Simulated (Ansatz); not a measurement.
Reaction (SMILES): C=CCC#N + 3 C (CH4) → C#N (CHN) [formonitrile] + C=C (C2H4) + 2 CC (C2H6) [ethane]

Property: bond separation energy (enthalpy at 298 K), in kcal/mol. Set-up: 6-311+G** with 5d; spin-orbit terms left out; LANL2DZ all-electron up to Ne; valence correlation only; six Cartesian d functions in 6-31G* and its kin unless marked 5d; non-relativistic. CBS marks a two-point X^-3 extrapolation of the correlation energy; Hartree-Fock from the larger set. The bracket is a focal-point correction in the basis named. First-principles rows: single points at B3LYP-D3(BJ) geometries (Ansatz, an electronic-structure program), with unscaled harmonic terms from B3LYP/6-31G* (Ansatz) at its own minima.

Measured values: Active Thermochemical Tables 1.112 (ions: stationary electron), as tabulated in the package chemicals; CRC Handbook, as tabulated in the package chemicals; they hold spin-orbit and core effects, anharmonicity and other conformers. 

Value to compare with, the measured value: 18.7 kcal/mol.

```json
[
 {"level": "MP2/STO-3G", "program": "Ansatz", "bond separation energy (enthalpy at 298 K) (kcal/mol)": "15.3", "error": "-3.4"},
 {"level": "MP2/3-21G", "program": "Ansatz", "bond separation energy (enthalpy at 298 K) (kcal/mol)": "17.4", "error": "-1.3"},
 {"level": "MP2/LANL2DZ", "program": "Ansatz", "bond separation energy (enthalpy at 298 K) (kcal/mol)": "17.6", "error": "-1.1"},
 {"level": "MP2/6-31G*", "program": "Ansatz", "bond separation energy (enthalpy at 298 K) (kcal/mol)": "17.5", "error": "-1.2"},
 {"level": "MP2/6-311+G**", "program": "Ansatz", "bond separation energy (enthalpy at 298 K) (kcal/mol)": "16.4", "error": "-2.3"},
 {"level": "RI-MP2/CBS(cc-pVTZ,cc-pVQZ)+[CCSD(T)-MP2]/cc-pVTZ", "program": "Ansatz", "bond separation energy (enthalpy at 298 K) (kcal/mol)": "16.1", "error": "-2.6"}
]
```

Among the 5 habitual levels, MP2/STO-3G lies farthest from the measured value (-3.4 kcal/mol); 0 of 5 lie above it, and their mean absolute error is 1.9 kcal/mol, the median 1.3. One case shows no general order.

The sets are all those run for this method; left out are runs that failed, that the program found above a lower state of the same kind, or whose <S^2> lies over 0.5 above the pure value.
